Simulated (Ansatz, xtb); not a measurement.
Two isomers of NO2S−

Structure a is `O=[N+]([O-])[S-]`, a singlet and structure b is `O=NS[O-]`, a singlet. Both are isolated ions in the gas phase, relaxed with BLYP-D3(BJ)/def2-SVPD; the shapes shown needn't be the lowest conformers.

a (Å):

```xyz
4

N    -1.8733   -2.2574   -1.1330
O    -1.4664   -2.5935   -2.2770
O    -1.0663   -1.9802   -0.2061
S    -3.6301   -2.1720   -0.8189
```

b (Å):

```yaml
atoms:
  - { symbol: N, position_ang: [0.1948, 0.4976, 0.5552] }
  - { symbol: O, position_ang: [0.9319, 0.5453, 1.5830] }
  - { symbol: O, position_ang: [-2.0906, 1.4133, -0.6845] }
  - { symbol: S, position_ang: [-1.2405, 1.5405, 0.6329] }
```

Quicker runs give these differences E(b) − E(a): GFN2-xTB +9.94 kcal/mol; HF/STO-3G +45.62 kcal/mol (at GFN2-xTB geometries); r2SCAN-D4/def2-SVPD +11.64 kcal/mol (at GFN2-xTB geometries).

Q: Estimate E(b) − E(a) at the level CCSD(T)/def2-SVPD + ΔMP2/def2-TZVPPD.

A: Too close to call at this level: CCSD(T)/def2-SVPD + ΔMP2/def2-TZVPPD gives E(b) − E(a) = −0.18 kcal/mol.

How the difference moves with the method:

```
                               level               geometry  E(b) − E(a) (kcal/mol)  departure from the last row (kcal/mol)  job, with rough time for the two
                            GFN2-xTB               GFN2-xTB                     +9.94                                  +10.12             optimisation, 0.058 s
                           HF/STO-3G               GFN2-xTB                    +45.62                                  +45.80              single point, 0.18 s
                 r2SCAN-D4/def2-SVPD               GFN2-xTB                    +11.64                                  +11.82               single point, 3.1 s
               BLYP-D3(BJ)/def2-SVPD  BLYP-D3(BJ)/def2-SVPD                     +5.78                                   +5.97                optimisation, 16 s
                        HF/def2-SVPD  BLYP-D3(BJ)/def2-SVPD                    +19.98                                  +20.17           part of the CCSD(T) run
                       MP2/def2-SVPD  BLYP-D3(BJ)/def2-SVPD                    +16.86                                  +17.04           part of the CCSD(T) run
                   CCSD(T)/def2-SVPD  BLYP-D3(BJ)/def2-SVPD                    +11.25                                  +11.44                      single point
CCSD(T)/def2-SVPD + ΔMP2/def2-TZVPPD  BLYP-D3(BJ)/def2-SVPD                     −0.18                                                        single point, 19 s
```

As drawn, b has 1 O–S in place of 1 N–O.

The largest departure from CCSD(T)/def2-SVPD + ΔMP2/def2-TZVPPD is that of HF/STO-3G, 45.80 kcal/mol. The last row adds to CCSD(T) the change of the MP2 difference between the two basis sets, here −11.44 kcal/mol, a large step that makes the value less sure.

With harmonic frequencies from BLYP-D3(BJ)/def2-SVPD (ideal gas, rigid rotor, one conformer each, 298.15 K, 1 atm): the zero-point term adds −1.64 kcal/mol; ΔH is −1.34 and ΔG −2.50 kcal/mol.

The T1 diagnostic of structures a and b is large, so the coupled-cluster value is less sure. The correlated steps freeze 8 core orbitals. Programs: Ansatz 0.2.0, xtb 6.7.1; the last row on 1 thread of Arm Neoverse V2 on a shared host.
